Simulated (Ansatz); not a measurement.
# N2 (SMILES N#N): functionals against CCSD(T) at one geometry

An exercise on one series of results from a longer session: the logs are not shown, and one member is left open.

Program: Ansatz 0.2.0, Gaussian basis. Level of theory: single points in def2-TZVPP. These are calculated values, not measurements.

Cores are frozen in the correlated methods.

**Where the work starts**

SMILES `N#N`, 2 atoms, charge 0, spin multiplicity 1.

Atoms are counted from 1 here; the program's logs count them from 0.

Bond lengths: N1–N2 1.104 Å.

Geometry (Å):

```xyz
2

N     0.5335   -0.1250    0.2422
N    -0.4308    0.0909   -0.2490
```

Set-up of the first run:

run/in.yaml reads:

```yaml
crystal:
  periodic: [false, false, false]
  atoms:
    - {symbol: N, position_ang: [0.533500, -0.125000, 0.242200]}
    - {symbol: N, position_ang: [-0.430800, 0.090900, -0.249000]}
basis:
  gaussian: {orbitals: def2-TZVPP}
correlation: {method: ccsd_t}
output: {forces: true}
```

The command line of these runs was not kept.

Among the steps run: CCSD(T)/def2-TZVPP; PBE0-D4/def2-TZVPP; wB97M-V/def2-TZVPP; r2SCAN-D4/def2-TZVPP; PBE-D4/def2-TZVPP; HSE06-D4/def2-TZVPP; SPW92/def2-TZVPP.

One of the session's tables, all rows but one given; the rest of the session is left out.

```
   method  RMS force component (eV/Å)
  CCSD(T)                       0.051
  PBE0-D4                       1.226
  wB97M-V                       1.238
r2SCAN-D4                       0.856
   PBE-D4                       0.049
 HSE06-D4                           ?
    SPW92                       0.653
```

Estimate the missing values for HSE06-D4.

The run gave: RMS force component (eV/Å): 1.200. In the column «RMS force component (eV/Å)» it lies between r2SCAN-D4 (0.856) and PBE0-D4 (1.226).
